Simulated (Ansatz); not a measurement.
**Worked example: C3H6 + C2H8Si → C2H6Si + C3H8**

Gas-phase species: C3H6 (propene) `C=CC`, singlet; C2H8Si `CC[SiH3]`, singlet; C2H6Si `C=C[SiH3]`, singlet; C3H8 (propane) `CCC`, singlet. The partners trade CH3 for SiH3; both sit on C, so the bond types are kept.

Shapes, held fixed at every level: PBE0-D4/def2-TZVP. Programs: Ansatz 0.2.0. The zero-point and thermal change to 298 K, harmonic and unscaled (PBE0-D4/def2-TZVP), is +1.5 kJ/mol.

At CCSD(T)/CBS estimate; 1 Eh = 2625.50 kJ/mol:

```
species  energy (Eh)
   C3H6  -117.746103
 C2H8Si  -369.995679
 C2H6Si  -368.760771
   C3H8  -118.980509
```

Problem. Work out ΔH(298 K) of the reaction at this level.

Solution. 
1. Products less reactants: (-368.760771) + (-118.980509) − [(-117.746103) + (-369.995679)] = 0.000502 Eh = +1.3 kJ/mol.
2. With the thermal change: +1.3 + (+1.5) = +2.8 kJ/mol.

Other levels give +1.3 (CCSD(T)/def2-SVP) to +6.6 kJ/mol (PBE0-D4/def2-TZVPP). No measured value is set beside it here. The CBS estimate extrapolates MP2 from def2-TZVPP and def2-QZVPP and adds CCSD(T) − MP2 in the triple-zeta set, cores frozen. That is about zero within the method's error.
